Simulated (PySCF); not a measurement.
**Molecular orbitals of N2**

HSE06 at R = 1.103 Å; basis N cc-pVDZ; no relativity; PySCF 2.14. State: ¹Σg⁺ (singlet), closed shell. Only the outer orbitals are listed.

```
orbital  occ.  ε (eV)  main shells (%)
     σg     2  -30.80       75 s, 24 p
     σu     2  -14.96       72 s, 28 p
     πu     2  -12.43             98 p
     πu     2  -12.43             98 p
     σg     2  -11.37       69 p, 31 s
     πg     0   -0.58             99 p
     πg     0   -0.58             99 p
```

**Question.** Which are the highest filled and the lowest empty level, where do they sit, and how wide is the gap?

**Answer.** Highest filled σg at -11.37 eV (in %: 69 p, 31 s); lowest empty πg at -0.58 eV (in %: 99 p); the gap at HSE06 is 10.79 eV.

The bond order (Mayer) is 2.90. The ⟨S²⟩ is 0.000.
